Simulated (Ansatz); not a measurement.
1T (CdI2-type) ZrSe₂ was calculated with PBEsol (PAW; Ansatz, an electronic-structure program).

Run with plane-wave cutoff 520 eV, 12×12×6 k mesh (along the axes of the cell as run), Fermi–Dirac smearing 0.01 eV, scalar-relativistic PAW data made under PBE.

Energies at three volumes about the minimum:

```json
[
 {"V (Å³/atom)": "24.143", "E − E_lowest (meV/atom)": "0.77"},
 {"V (Å³/atom)": "24.636", "E − E_lowest (meV/atom)": "0.00"},
 {"V (Å³/atom)": "25.129", "E − E_lowest (meV/atom)": "0.59"}
]
```

Task: Fit a parabola by hand: where is the minimum, and what is the bulk modulus?

Result: Slopes: (0.00 − 0.77)/(24.636 − 24.143) = -1.562 and (0.59 − 0.00)/(25.129 − 24.636) = 1.197 meV/Å³. Curvature E″ = 2 × (1.197 − (-1.562))/(25.129 − 24.143) = 5.596 meV/Å⁶. From the middle of the first interval, the slope vanishes at V0 = 24.3895 − (-1.562)/5.596 = 24.669 Å³/atom. B = V0 E″ = 24.669 × 5.596 meV/Å³ × 0.1602 GPa per meV/Å³ = 22.1 GPa. The full Birch–Murnaghan fit to all volumes gives V0 = 24.647 Å³/atom and B0 = 21.3 GPa.

Shape and atoms are relaxed at each volume.

Note: the cell comes from a level without a dispersion term, which matters for the spacing of layers, chains or molecules; the cell has widely spaced layers and the level no dispersion term, so their spacing and the moduli can rest on weak binding.
